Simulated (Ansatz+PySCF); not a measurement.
Two shapes of singlet C2H6.

Shape 1:

```xyz
8

C     0.0000    0.0000   -0.7596
C     0.0000    0.0000    2.2787
H     0.0000   -1.0240   -1.1651
H    -0.8868    0.5120   -1.1651
H     0.8868    0.5120   -1.1651
H     0.0000    1.0240    2.6842
H    -0.8868   -0.5120    2.6842
H     0.8868   -0.5120    2.6842
```

Shape 2:

```xyz
8

C     0.0000    0.0000   -0.7596
C     0.0000    0.0000    1.5191
H     0.0000   -1.0240   -1.1651
H    -0.8868    0.5120   -1.1651
H     0.8868    0.5120   -1.1651
H     0.0000    1.0240    1.9247
H    -0.8868   -0.5120    1.9247
H     0.8868   -0.5120    1.9247
```

Basis set: cc-pVDZ (spherical functions). Correlated methods keep 2 orbitals frozen. Charge 0, multiplicity 1.

Computed with Ansatz (development build ahead of 0.2.0); each method stands on the lowest determinant of its kind that the runs found.

(1) Which shape is lower in energy, and by how much in each method?

## Answers

(1)

| method | E(2) − E(1) (eV) |
| --- | --- |
| UHF | -0.674 |
| UHF-MP2 | -1.363 |
| PBE (restricted) | -2.178 |
| PBE0 (restricted) | -2.462 |
| ωB97X (unrestricted) | -1.727 |

Shape 2 is lower. Caution for UHF, UHF-MP2, ωB97X (unrestricted): the unrestricted determinant is a mixture of spin states. Caution for UHF, UHF-MP2: the determinant breaks the point group; the unrestricted determinant is spin contaminated. Caution for UHF-MP2: bonds are stretched, where a single reference can fail; another reference gives a lower total. Caution for PBE (restricted), PBE0 (restricted), ωB97X (unrestricted): charge can spread falsely over distant fragments. Caution for PBE (restricted): stretched shape with no unrestricted run beside it, a lower state can exist. Caution for PBE0 (restricted): an unrestricted determinant lies well below.
